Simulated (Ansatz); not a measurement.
`C[C](F)F` radical, one more setting.

```yaml
crystal:
  periodic: [false, false, false]
  atoms:
    - {symbol: C, position_ang: [-0.163641, 0.621607, 0.000052]}
    - {symbol: C, position_ang: [0.183921, -0.781960, 0.315373]}
    - {symbol: F, position_ang: [-0.645865, -1.701154, -0.171930]}
    - {symbol: F, position_ang: [1.440301, -1.133728, 0.053234]}
    - {symbol: H, position_ang: [0.520595, 1.295066, 0.514983]}
    - {symbol: H, position_ang: [-1.183042, 0.829804, 0.323009]}
    - {symbol: H, position_ang: [-0.091068, 0.802365, -1.080521]}
basis:
  gaussian: {orbitals: cc-pVTZ}
magnetization: {spin_polarized: true, initial_magnetization: 1}
hamiltonian: {xc: {name: PBEsol}}
accuracy: high
```

```sh
$ ansatz run in.yaml --threads 2 --pin off --events-out ev --progress --plain --max-ram 22528MiB --backend cpu
```

It prints (some lines left out):

```
Functional definition: PBEsol
2872 factors; integrals over basis functions are off by at most 3.4e-9 eV
mean field evaluation 1: about -7518.7395 eV, gradient 3.9e1 eV
mean field evaluation 2: about -7513.6281 eV, gradient 4.7e1 eV
mean field evaluation 4: about -7524.9762 eV, gradient 3.7e0 eV
mean field evaluation 8: about -7525.0067 eV, gradient 5.1e-2 eV
mean field evaluation 16: about -7525.0067 eV, gradient 2.1e-5 eV
mean field -7525.00671957 eV, -276.5388963115 hartree, gradient 4.6e-8 eV, S^2 0.751733; 0 other end points of the search recorded, 0 dependent functions left out
reference -7525.00672235 eV, -276.5388964136 hartree; 17, 16 occupied and 145, 146 virtual orbitals, 2872 factors
Total energy: -7525.00672235 eV, -276.5388964136 hartree
```

It took 6 s on 2 threads of an AMD EPYC 7R13 on a shared host, with 0.67 GiB of host memory at the peak.
